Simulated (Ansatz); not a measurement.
Fluorite CeO2, treated with rVV10 in Ansatz (PAW).

Settings: plane-wave cutoff 520 eV, 12×12×12 k mesh, Fermi–Dirac smearing 0.01 eV, no spin polarisation, scalar-relativistic PAW data made under PBE.

Computed at the level's own relaxed cell.

Problem. Give the computed band gap, pressure derivative B′ of the bulk modulus, volume per atom and Γ–Γ gap.

Solution. 
- band gap: 1.84 eV
- pressure derivative B′ of the bulk modulus: 4.4
- volume per atom: 13.85 Å³/atom
- Γ–Γ gap: 2.71 eV

Measured, for comparison: band gap 3 eV (temperature not stated, no zero-point or thermal correction, O 2p to Ce 4f, our sources range from 3.00 to 3.20; as tabulated in Tran et al. (2019), arXiv:1908.01820); equilibrium volume per atom 13.06 Å³/atom (0 K, extrapolated to 0 K; as tabulated in Stimac et al. (2024), arXiv:2411.06536). Computed (rounded) less measured: equilibrium volume per atom +6.0 %.

Spin–orbit coupling is not included.

Computed values are for the static lattice.

It cost about 2.3 core-minutes (a rough figure) of CPU time.

Ansatz is a first-principles code.
